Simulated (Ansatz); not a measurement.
Relaxation of CH8MgSi (11 atoms, charge 0, multiplicity 1), to a largest force component of 0.03 eV/Å in at most 50 steps.

Computed with RKS PBE-D4/def2-SVP in Ansatz.

```xyz
11
Properties=species:S:1:pos:R:3:forces:R:3
Mg -0.142 0.451 0.457 0.18 0.09 0.26
H 1.410 -1.730 -0.941 2.35 -0.91 0.82
C 1.088 0.902 2.099 0.01 -0.01 0.00
H 0.782 -1.486 -1.158 -2.21 0.83 -0.80
Si -1.555 -0.143 -1.558 -0.34 -0.01 -0.31
H 2.032 1.397 1.784 0.00 0.00 0.01
H 0.590 1.583 2.822 0.00 0.01 0.01
H 1.375 -0.014 2.661 0.00 0.01 0.01
H -0.799 0.074 -2.855 0.00 0.00 0.00
H -2.870 0.583 -1.740 0.00 0.00 0.01
H -1.910 -1.618 -1.573 0.00 0.00 0.00
```

Question: Where does it end, and by what steps?

Answer: It converged. The force dipped under the threshold on the way, but the program's further checks kept it going. After 9 steps the energy has fallen by 0.137 eV; H2 moved furthest, 0.88 Å.

| step | energy less start (eV) | largest force component (eV/Å) | accepted |
| --- | --- | --- | --- |
| 0 | 0.0000 | 2.350 | yes |
| 1 | -0.1113 | 0.060 | yes |
| 2 | -0.1156 | 0.047 | yes |
| 3 | -0.1183 | 0.383 | yes |
| 4 | -0.1249 | 0.187 | yes |
| 5 | -0.1307 | 0.031 | yes |
| 6 | -0.1322 | 0.316 | yes |
| 7 | -0.1358 | 0.062 | yes |
| 8 | -0.1364 | 0.009 | yes |
| 9 | -0.1367 | 0.008 | yes |

```xyz
11
Properties=species:S:1:pos:R:3
Mg -0.147 0.343 0.317
H 1.802 -1.406 -0.227
C 1.101 0.769 1.957
H 1.351 -1.569 -0.832
Si -1.764 -0.091 -1.665
H 2.070 1.211 1.636
H 0.640 1.490 2.666
H 1.344 -0.145 2.543
H -1.128 0.169 -3.016
H -3.021 0.753 -1.648
H -2.248 -1.526 -1.731
```

Whether the end is a true minimum wasn't checked by a vibrational analysis.

Time of the run: 18 s on 2 threads of Intel(R) Xeon(R) Platinum 8259CL CPU @ 2.50GHz (Skylake/Cascade Lake) (shared host), peak memory 0.16 GiB.
